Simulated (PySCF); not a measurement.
Adding and removing an electron: S₂

TPSSh; PySCF, no relativity, basis sets S aug-pcseg-1. Neutral (UKS): triplet (π ↑↑), Re = 1.922 Å, ωe = 713 cm⁻¹, De = 4.33 eV, HOMO -6.58 eV, LUMO -4.28 eV.

S₂⁻ (UKS): doublet (π ↑), Re = 2.038 Å, ωe = 568 cm⁻¹, De = 3.91 eV to S + S⁻. The energies at the minima are -796.36804 hartree for S2 and -796.42995 for S₂⁻.

(1) Work out the adiabatic electron affinity, without and with harmonic zero-point energies (1 hartree = 27.2114 eV, 1 eV = 8065.5 cm⁻¹), and the change of the bond length.

The highest Kohn–Sham level is positive in this anion. Much of that is self-interaction error, but it also means that the finite basis helps to hold the extra electron. States were picked by a PBE0 search and need not be the measured ground states.

## Answers

(1) At TPSSh: 0.06191 hartree = 1.685 eV between the minima; the zero-point term (713.0 − 568.0)/2 cm⁻¹ = +0.009 eV makes it 1.694 eV. Re changes by +11.6 pm against the neutral. The electron enters a π orbital, and the longer bond of the ion fits an antibonding orbital, or a change in how ionic the bond is.
